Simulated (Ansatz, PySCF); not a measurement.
fluorine (F2), SMILES FF.

Coordinates come from a r2SCAN-D4/def2-TZVPD optimisation.

Two levels are set side by side: PBE/def2-TZVPD (Ansatz, a quantum-chemistry and plane-wave program) and EOM-CCSD/aug-cc-pVDZ (PySCF). PBE by ΔSCF, the other level by its IP root; same geometry, the bases differ. Differences are taken from unrounded values.

| quantity | EOM-CCSD |
|---|---|
| vertical ionisation energy (eV) | 15.36 |

What does PBE give, and how far is it from EOM-CCSD? (Estimate from the structure and the level; the computed values follow.)


```csv
quantity,PBE,PBE minus EOM-CCSD
vertical ionisation energy (eV),15.31,-0.05
```

Here PBE gives about what the other level gives.
